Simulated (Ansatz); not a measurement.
# Diamond-structure Si: Voigt–Reuss–Hill shear modulus by level of theory

No measured value is used here.

| level (code) | value (GPa) | cell (Å³/atom) |
|---|---|---|
| PBE (Ansatz) | 62.3 | 20.46 |
| PBE-D3(BJ) (Ansatz) | 63.5 | 19.92 |
| r²SCAN (Ansatz) | 68.6 | 20.17 |
| B3LYP (VWN-RPA form) (Ansatz) | 70.4 | 20.64 |
| Hartree–Fock (Ansatz) | ___ | 20.86 |

Problem. Some entries are withheld; supply them.

Solution. 
- Hartree–Fock (Ansatz, a first-principles code), value (GPa): 84.9

PBE-D3(BJ): the dispersion coefficients are held fixed in the derivatives. Each level is taken at its own relaxed cell. Cutoffs and k meshes differ between the levels. Ansatz's density-functional and Hartree–Fock values are scalar-relativistic unless marked +SOC, with PAW data made under PBE.
